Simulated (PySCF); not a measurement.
Match the calculated data to a structure.

All candidates are C3H4F2.

* UV, first state: lowest singlet excitation: 8.18 eV (152 nm, f = 0.019) [TDDFT CAM-B3LYP/def2-SVPD]
* Dipole: 2.49 D [CAM-B3LYP/def2-SVPD]
* Rotational structure: rotational constants A, B, C: 7.338, 5.475, 4.191 GHz [GFN2-xTB]
* Polarisability: 36.2 au [CAM-B3LYP/def2-SVPD]
* Triplet: lowest triplet excitation (Tamm–Dancoff): 8.05 eV [TDA CAM-B3LYP/def2-SVPD]
* UV, strongest line: among the 8 lowest singlet transitions: S8 at 10.01 eV (124 nm, f = 0.031) [TDDFT CAM-B3LYP/def2-SVPD]

Electronic properties: PySCF, gas phase, density fitting. Levels stand in brackets. Geometry: GFN2-xTB; no solvent, vibrations or thermal averaging.

Question: Which candidate is it?
A. `C=CC(F)F`
B. `C=C(F)CF`
C. `FC1(F)CC1`
D. `F[C@@H]1C[C@H]1F`

Answer: C. It is `FC1(F)CC1`. Numbering: `[F:1][C:2]1([F:3])[CH2:4][CH2:5]1`. Its formula, C3H4F2, gives 1 degree of unsaturation: 1 ring and 0 π bonds in the structure found. The optimised geometry has point group C2v and is an asymmetric top.

The others, at the same levels:
- `F[C@@H]1C[C@H]1F` fails: its computed lowest singlet excitation is 7.76 eV (160 nm, f = 0.003) (against 8.18 eV), lowest triplet excitation (Tamm–Dancoff) is 7.34 eV (against 8.05 eV) and strongest line among the 8 lowest singlet transitions is S7 at 9.52 eV (130 nm, f = 0.026) (against S8 at 10.01 eV).
- `C=CC(F)F` fails: its computed lowest singlet excitation is 7.67 eV (162 nm, f = 0.346) (against 8.18 eV), lowest triplet excitation (Tamm–Dancoff) is 4.48 eV (against 8.05 eV) and static isotropic polarisability is 39.4 au (against 36.2 au).
- `C=C(F)CF` fails: its computed lowest singlet excitation is 7.49 eV (165 nm, f = 0.021) (against 8.18 eV), lowest triplet excitation (Tamm–Dancoff) is 4.53 eV (against 8.05 eV) and strongest line among the 8 lowest singlet transitions is S2 at 7.61 eV (163 nm, f = 0.405) (against S8 at 10.01 eV).

Each candidate is one conformer, not necessarily the lowest. Dipoles, sizes and rotational constants follow the conformer. The torsions of the flexible species, by atom-mapped SMILES:
- `[CH2:1]=[CH:2][CH:3]([F:4])[F:5]`: C1–C2–C3–F4 -128°
- `[CH2:1]=[C:2]([F:3])[CH2:4][F:5]`: C1–C2–C4–F5 0°
